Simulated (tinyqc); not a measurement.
Inside a calculation. Method: CIS and TDHF on RHF in the sto-3g basis, frozen core, for H2O, spin multiplicity 1. One step of it, computed by the program tinyqc.

Question. CIS matrix, triplets. A(ia,jb) = (e_a - e_i) d_ij d_ab - (ij|ab).

orbital energies (hartree): MO1 -20.248170, MO2 -1.260415, MO3 -0.601787, MO4 -0.456862, MO5 -0.391927, MO6 0.588483, MO7 0.708521

Two-electron integrals over orbitals (pq|rs), unique and non-zero (hartree); the lowest 1 orbital is frozen and left out:
```
(22|22) 0.727333    (32|32) 0.142182    (33|22) 0.641772    (33|33) 0.627882
(42|22) -0.000042   (42|33) 0.006311    (42|42) 0.124946    (43|32) 0.020924
(43|43) 0.048787    (44|22) 0.671874    (44|33) 0.593533    (44|42) -0.103218
(44|44) 0.767287    (52|52) 0.145039    (53|53) 0.028505    (54|52) -0.047371
(54|54) 0.055143    (55|22) 0.747853    (55|33) 0.625686    (55|42) -0.072050
(55|44) 0.721854    (55|55) 0.880159    (62|22) 0.142126    (62|33) 0.075727
(62|42) 0.021888    (62|44) 0.082604    (62|55) 0.156164    (62|62) 0.101342
(63|32) -0.037875   (63|43) -0.029671   (63|63) 0.069840    (64|22) 0.099727
(64|33) 0.044695    (64|42) -0.037432   (64|44) 0.125273    (64|55) 0.122725
(64|62) 0.060515    (64|64) 0.074602    (65|52) 0.057529    (65|54) -0.000554
(65|65) 0.037882    (66|22) 0.613932    (66|33) 0.569713    (66|42) 0.056361
(66|44) 0.550441    (66|55) 0.589791    (66|62) 0.098045    (66|64) 0.046048
(66|66) 0.597866    (72|32) 0.041945    (72|43) -0.034537   (72|63) 0.034850
(72|72) 0.062621    (73|22) 0.140391    (73|33) 0.089786    (73|42) -0.078385
(73|44) 0.155735    (73|55) 0.191127    (73|62) 0.075311    (73|64) 0.083502
(73|66) 0.039056    (73|73) 0.154350    (74|32) -0.077568   (74|43) -0.000460
(74|63) 0.045685    (74|72) -0.016444   (74|74) 0.070297    (75|53) 0.023683
(75|75) 0.024268    (76|32) 0.095784    (76|43) 0.050042    (76|63) -0.062938
(76|72) -0.009947   (76|74) -0.058720   (76|76) 0.113701    (77|22) 0.620980
(77|33) 0.606501    (77|42) -0.013707   (77|44) 0.602095    (77|55) 0.620890
(77|62) 0.067474    (77|64) 0.042547    (77|66) 0.565196    (77|73) 0.090965
(77|77) 0.614857
```

Give: CIS matrix A, triplet.

Answer.

CIS matrix A, triplet (hartree), lower triangle:
```
         2>6      2>7      3>6      3>7     4>6     4>7     5>6     5>7
2>6   1.2350
2>7   0.0000   1.3480
3>6   0.0000  -0.0958   0.6206
3>7  -0.0958   0.0000   0.0000   0.7038
4>6  -0.0564   0.0000   0.0000  -0.0500  0.4949
4>7   0.0000   0.0137  -0.0500   0.0000  0.0000  0.5633
5>6   0.0000   0.0000   0.0000   0.0000  0.0000  0.0000  0.3906
5>7   0.0000   0.0000   0.0000   0.0000  0.0000  0.0000  0.0000  0.4796
```
